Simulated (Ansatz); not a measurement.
Al–C–CH, HC–C–Ga: vertical ionisation energies

Ansatz 0.2.0, basis cc-pVDZ; geometries are PBE0/def2-TZVP minima. Wave-function levels freeze the cores with the filled d shells of p-block atoms; HF, MP2 and coupled cluster are restricted for singlets and unrestricted otherwise, restricted open-shell where a d shell is frozen. The reference is CCSDT(Q) (coupled cluster only where its series has nearly closed). An error is the level's value less the reference. None of these values is a measured one. Energies are electronic, without zero-point terms. No spin–orbit coupling and no scalar relativity. The set is small: such energies can lie up to about 0.3 eV from the limit, spin gaps mostly less, so near ties and functionals' places can change in larger sets. The species are chosen: bound, without strong static correlation by their natural occupations or amplitudes, in their lowest spin state as far as vertical gaps and like structures tell, with only the lowest ion state computed, and with a ladder that closes on the reference, so errors are smaller than for species at large; levels whose determinant breaks symmetry or spin markedly are left out.

```
         species                                                             bonds (Å)                            quantity  symmetry of the states  reference  value (eV)  error CCSD  error CCSD(T)  error CCSDT
Al–C–CH, singlet  C–Al 1.968, C–C 1.216, C–H 1.067, angles at C 180°, angles at C 180°  vertical ionisation to the doublet                 Σ⁺ / Σ⁺   CCSDT(Q)       8.424       0.016          0.015        0.002
HC–C–Ga, singlet  C–C 1.216, C–Ga 2.016, C–H 1.067, angles at C 180°, angles at C 180°  vertical ionisation to the doublet                 Σ⁺ / Σ⁺   CCSDT(Q)       8.723       0.028          0.006        0.002
```

The reference rises from Al to Ga, by 0.299 eV in all.
